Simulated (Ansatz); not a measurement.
# How methods differ on SiHF2 (SMILES F[SiH]F)

SiHF2 has 4 atoms, charge 0, and is taken as a doublet. As SMILES, `F[SiH]F`. Geometry: relaxed at GFN2-xTB.

```xyz
4

F     1.2269    0.6530   -0.4103
Si   -0.0281   -0.3429   -0.3011
F    -1.2342    0.7162   -0.2528
H     0.0353   -1.0263    0.9641
```

Quantity: the energy change with the F1–Si2 bond stretched from 1.606 to 2.409 Å, in eV. The values are calculated.

```tsv
level	kind	program	value (eV)	less FCI/STO-3G	CPU time (all runs)
UHF/STO-3G	Hartree–Fock	Ansatz	2.36	-0.16	0.41 s
UBLYP/STO-3G	GGA	Ansatz	2.68	+0.16	2.4 s
U-r2SCAN/STO-3G	meta-GGA	Ansatz	3.00	+0.48	5.4 s
U-r2SCAN0/STO-3G	hybrid meta-GGA	Ansatz	3.16	+0.64	5.1 s
U-wB97X/STO-3G	range-separated hybrid	Ansatz	3.20	+0.68	13 s
RPA@PBE/STO-3G	RPA	Ansatz	2.30	-0.22	2.7 s
UMP2/STO-3G	perturbation theory	Ansatz	2.70	+0.18	0.54 s
UCCSDT(Q)/STO-3G	coupled cluster or CI	Ansatz	2.52	0.00	2.4 s
FCI/STO-3G	exact in the basis	Ansatz	2.52	0.00	3.6 s
```

FCI/STO-3G is exact within its basis and frozen core, so for wave-function methods in that basis the difference is their error; functionals converge differently with the basis, so for them it is only a difference. The first shape isn't each level's own minimum. The values span 2.30 to 3.20 eV. Spin contamination of the reference (⟨S²⟩ at least 0.1 too high) touches UHF/STO-3G, U-r2SCAN0/STO-3G, U-wB97X/STO-3G, UMP2/STO-3G, UCCSDT(Q)/STO-3G. All rows use very small basis sets, so even the best lies far from the true value. CPU times are rough (shared hosts, several kinds of processor): they show what a rung costs within a factor of a few.
